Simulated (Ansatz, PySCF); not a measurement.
Dissociation curve of SMILES O (H2O), singlet. The O1–H3 bond (O1 also carries H; H3 carries nothing else) is stretched with both fragments frozen at the PBE0/def2-TZVP optimised geometry. Each curve is given relative to its own lowest point near equilibrium.

```csv
R / Å,A,B,C
0.77,139.2,156.8,156.8
0.83,51.5,64.0,64.0
0.86,26.0,35.8,35.8
0.91,3.6,8.7,8.7
0.93,0.3,3.3,3.3
0.96,0.0,0.0,0.0
1.00,7.0,2.8,2.8
1.01,9.8,4.5,4.5
1.05,24.6,15.0,15.0
1.12,60.5,43.4,43.4
1.20,111.1,85.5,85.5
1.30,180.9,145.0,145.0
1.46,293.8,243.1,243.1
1.58,373.8,313.5,313.5
1.71,453.7,382.7,384.4
1.93,572.2,446.5,489.7
2.09,645.8,466.3,554.4
2.38,756.4,483.4,648.3
2.57,815.4,488.7,696.2
2.84,884.3,—,749.7
3.40,984.1,—,822.2
```

Energies in kJ/mol.

Question: Which curve belongs to which method? The methods are RHF/cc-pVDZ run with Ansatz (a program for electronic structure); restricted M06-2X/6-31G*, spherical d run with PySCF; unrestricted M06-2X/6-31G*, spherical d (PySCF 2.14.0).

Answer: A is RHF; B is UKS-M06-2X/6-31G*; C is RKS-M06-2X/6-31G*.

A dash means that the run gave no value there, or that the column was ended at a point which the program doubted or which failed a test of continuity chosen for this set; such a test can also cut sound points.

The restricted form behind RKS-M06-2X/6-31G*, RHF keeps the bonding electrons paired and can't separate into open-shell fragments. The unrestricted determinant behind UKS-M06-2X/6-31G* is spin-contaminated at 1.71 to 2.57, 3.40 Å (<S²> up to 1.0, against 0.00 for a pure singlet).
